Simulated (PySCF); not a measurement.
How methods differ on the ionisation energy of B

B [He] 2s2 2p1 (2P) → B⁺ [He] 2s2 (1S), as a difference of total energies. Computed with PySCF 2.14 in x2c-QZVPPall (7s4p3d2f1g, 57 functions), with scalar relativity by spin-free X2C-1e. Correlated levels: valence: 1s2 frozen. The calculations carry no spin-orbit coupling.

```csv
method,ionisation energy (eV),error (eV)
UHF,8.040,-0.257
MP2 (valence),8.288,-0.009
SCS-MP2 (valence),8.258,-0.039
CCSD (valence),8.191,-0.106
CCSD(T) (valence),8.230,-0.067
CCSDT (valence),8.242,-0.055
```

Reference: 8.297 eV (measured; NIST levels, between the centres of gravity of the two terms).

Errors of the correlated levels include the incompleteness of this basis and the frozen core.
